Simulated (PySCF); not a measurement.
Gas-phase reaction: O2 + 4 HCl = 2 H2O + 4 Cl

Method: PySCF energies (xtb for GFN2) plus ideal-gas RRHO corrections (1 bar). The comparison is the NASA 1993 polynomial table, which mixes measured and estimated data. † marks an energy on the PBE0/def2-TZVP geometry and frequencies; other levels use their own. CCSD(T) freezes the core. 6-31G* has spherical d functions here. Open shells (unrestricted): O2 (multiplicity 3), Cl (multiplicity 2, electronic degeneracy 6); the rest are closed-shell singlets. GFN2 has no spin-polarisation term. Spin-orbit splitting is ignored; it lowers the true energy and changes the entropy of Cl. CCSD(T) isn't extrapolated to the basis-set limit; its ΔH°(298 K) is 355.1 kJ in def2-SVP and 364.9 kJ in def2-TZVPP. The harmonic model lacks anharmonicity and excited electronic states, which grow with temperature; levels with a mode under 35 cm⁻¹ are left out.

log10 K (1 bar standard state):

```json
[
 {"T (K)": "500", "table": "-34.2", "CCSD(T)/def2-TZVPP†": "-33.0", "GFN2-xTB": "-10.8", "HF/6-31G*": "-10.3", "PBE/def2-SVP": "-46.7"},
 {"T (K)": "1000", "table": "-14.6", "CCSD(T)/def2-TZVPP†": "-13.8", "GFN2-xTB": "-2.7", "HF/6-31G*": "-2.4", "PBE/def2-SVP": "-20.7"},
 {"T (K)": "1400", "table": "-8.9", "CCSD(T)/def2-TZVPP†": "-8.3", "GFN2-xTB": "-0.4", "HF/6-31G*": "-0.2", "PBE/def2-SVP": "-13.2"},
 {"T (K)": "1800", "table": "-5.7", "CCSD(T)/def2-TZVPP†": "-5.2", "GFN2-xTB": "0.9", "HF/6-31G*": "1.1", "PBE/def2-SVP": "-9.0"},
 {"T (K)": "2000", "table": "-4.6", "CCSD(T)/def2-TZVPP†": "-4.1", "GFN2-xTB": "1.4", "HF/6-31G*": "1.6", "PBE/def2-SVP": "-7.6"}
]
```
Ten kJ in ΔG° is worth 1.04 decades in K at 500 K and 0.26 at 2000 K.
